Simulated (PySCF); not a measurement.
A GIAO shielding run with PySCF (density fitting, non-relativistic, gas phase) on `CS(=O)(=O)Cl`, CH$_{3}$ClO$_{2}$S:

```
$ OMP_NUM_THREADS=1 python probes_run.py task.json out

{"job": {"kind": "nmr", "xc": "PBE0", "basis": "cc-pVTZ", "pop": true}, "charge": 0, "multiplicity": 1}
C     -0.193555     2.017426     1.376472
S      1.546812     1.684477     1.476700
O      2.030010     1.272942     0.178825
O      1.820646     0.925560     2.675008
Cl     2.240905     3.638144     1.809577
H     -0.517435     2.448967     2.330420
H     -0.365832     2.696291     0.533502
H     -0.666125     1.040292     1.202217
```

Hardware: 1 thread of an Arm Neoverse V1, shared host. The job also computes population analyses, field gradients.

(1) How large is the calculation?

(2) How long does it take, and how much memory does it need?

(3) And these other runs on the same molecule and hardware: GIAO shielding at PBE0/IGLO-III; GIAO shielding at PBE0/aug-cc-pVDZ; GIAO shielding at PBE0/cc-pVDZ; GIAO shielding at PBE0/pcSseg-0?

Answers

(1) 58 electrons, 200 basis functions and 610 auxiliary functions.

(2) 16 s of wall time, with 14 SCF cycles and 5 response iterations; peak memory 1.1 GiB. Times on a shared host scatter by some tens of per cent.

(3) PBE0/IGLO-III: 223 functions, 17 s; PBE0/aug-cc-pVDZ: 150 functions, 11 s; PBE0/cc-pVDZ: 93 functions, 6.5 s; PBE0/pcSseg-0: 59 functions, 3.9 s.
